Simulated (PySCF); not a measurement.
Structure with atom numbers: `[OH:1][CH2:2][CH:3]1[CH2:4][CH2:5][CH2:6]1` (H(Xn): hydrogen on atom n). Ha(C4), Ha(C5), Ha(C6) are cis to C2 on the ring; Hb(C4), Hb(C5), Hb(C6) are trans to C2 on the ring.

GIAO PBE0/pcSseg-1 shifts (PySCF, gas phase, non-relativistic, equivalent atoms averaged), each against references optimised in the same way as the molecule (H2O, TMS).

On the GFN2-xTB geometry: O1 36.4, C2 75.4, C3 37.4, C4/C6 24.2, C5 17.1, H(C2) 3.75, H(C3) 2.53, Hb(C4)/Hb(C6) 2.10, Hb(C5) 2.07, Ha(C5) 1.85, Ha(C4)/Ha(C6) 1.53, H(O1) 0.46 ppm.

**Question.** What changes on the PBE0-D3(BJ)/def2-SVP geometry?

**Answer.** 
```
        atoms  δ (ppm)  change
           O1     32.8    -3.6
           C2     71.9    -3.5
           C3     39.0    +1.6
        C4/C6     26.4    +2.2
           C5     20.0    +2.9
        H(C2)     3.43   -0.32
        H(C3)     2.35   -0.18
Hb(C4)/Hb(C6)     1.83   -0.27
       Hb(C5)     1.88   -0.19
       Ha(C5)     1.66   -0.19
Ha(C4)/Ha(C6)     1.35   -0.18
        H(O1)     0.02   -0.44
```

Bonds between heavy atoms that differ most (equivalent bonds averaged): C2–C3 1.524 → 1.512 Å, O1–C2 1.409 → 1.402 Å, C4–C5 1.536 → 1.540 Å, C3–C4 1.540 → 1.544 Å. Mean change of bonds to hydrogen: O–H -0.001 Å, C–H +0.012 Å.
